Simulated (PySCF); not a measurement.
## Choosing a basis for TDDFT

Species: C3H3F3.
SMILES: `FC1(F)C[C@@H]1F`

TDDFT with PBE0 (PySCF), vertical singlets, core orbitals frozen in the response, spherical d and f functions. Geometry: PBE0-D3(BJ)/def2-SVP; no solvent, vibrations or thermal averaging.

```
      basis  functions  diffuse  S1 (eV)  S2 (eV)  S3 (eV)  S4 (eV)  S5 (eV)  LUMO (eV)  α (au)
    6-31+G*        114      yes     7.36     8.07     8.16     8.38     8.44       0.31    34.8
aug-cc-pVDZ        165      yes     7.17     7.68     7.99     8.07     8.18      -0.06    37.6
  def2-TZVP        204       no     7.61     8.44     8.84     9.25     9.63       0.96    35.1
 def2-TZVPD        258      yes     7.31     7.93     8.13     8.40     8.44       0.28    37.9
```

Compare the sets with the largest diffuse one.

States are compared by their number. Against the largest diffuse basis here (def2-TZVPD, itself not a converged limit), sets without diffuse functions differ by up to 0.29 eV in S1 and 1.19 eV in S5; the smaller diffuse sets differ by up to 0.14 and 0.26 eV. State by state, the largest deviation of a set without diffuse functions is S1 0.29, S2 0.50, S3 0.71, S4 0.84, S5 1.19 eV. The same number needn't mean the same state in each row. Against def2-TZVPD the polarisability deviates by -8% in 6-31+G*, -1% in aug-cc-pVDZ, -7% in def2-TZVP. A single + in a Pople set puts diffuse functions on heavy atoms only.

Without π bonds the low states are Rydberg-like; a valence basis with one diffuse set may place them up to an eV too high.
